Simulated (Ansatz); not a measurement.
## Smallest direct gap on the k points sampled of GaGeTe (R-3m, No. 166; structure not from a measured cell) at several levels of theory

No measured value is used here.

```csv
level (code),value (eV)
LDA (Ansatz),0.01
PBEsol (Ansatz),0.12
r²SCAN+SOC (Ansatz),0.45
HSE06 (Ansatz),0.87
PBE0 (Ansatz),___
```

**Question.** Fill in the missing entries.

**Answer.** 
- PBE0 (Ansatz, a program for electronic structure), value (eV): 1.43

Computed values are for a static lattice. Levels without +SOC have no spin–orbit coupling; where heavier elements are present it shifts gaps, mostly down, and can invert bands.  Values are at the PBEsol cell. Cutoffs and k meshes differ between the levels. Ansatz's density-functional and Hartree–Fock values are scalar-relativistic unless marked +SOC, with PAW data made under PBE.
